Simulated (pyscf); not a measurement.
H₃Ge–AsH₂ (SMILES [GeH3][AsH2]) + SiH₄ (SMILES [SiH4]) → H₃Si–AsH–GeH₃ (SMILES [SiH3][AsH][GeH3]) + H₂ (SMILES [H][H]), a four-centre exchange (singlet surface; As–H, H–Si broken, As–Si, H–H formed). Optimised with ωB97X-D3(BJ)/def2-SVP in PySCF. Energies in eV from the separated reactants.

Small-basis levels: PySCF, no dispersion term, spherical d functions. AM1 to PM7: differences of heats of formation from MOPAC, which are fitted to 298 K values and so differ in kind from electronic energies by zero-point and thermal terms. Cost: rough CPU time at the saddle relative to B3LYP/6-31G*+LANL2DZ, from one job on a shared machine.

```csv
level,barrier,reaction energy,cost
HF/STO-3G,6.42,-0.02,0.1
HF/3-21G,4.38,+0.08,0.2
MP2/6-31G*+LANL2DZ,3.52,-0.17,0.1
BP86/6-31G*+LANL2DZ,2.75,-0.10,2
B3LYP/3-21G,3.36,-0.07,1
B3LYP/LANL2DZ,3.71,+0.16,0.8
M06-2X/6-31G*+LANL2DZ,2.93,-0.15,2
B3LYP/6-311+G**+LANL2DZ,3.04,+0.13,2
PBE/def2-SVP,2.44,-0.07,4
B3LYP/def2-SVP,2.94,+0.09,2
AM1,3.23,+0.02,under 0.02
PM3,1.82,-1.05,under 0.02
ωB97M-D3(BJ)/def2-TZVP,2.74,-0.10,–
```

Against the last row the barrier runs from -0.92 (PM3) to +3.68 eV (HF/STO-3G). ωB97M-D3(BJ)/def2-TZVP has limits of its own. At the saddle there is also a short H–Si contact that neither side keeps. One saddle was located; it need not be the lowest between these sides. In the def2 sets elements up to Kr have no core potential.
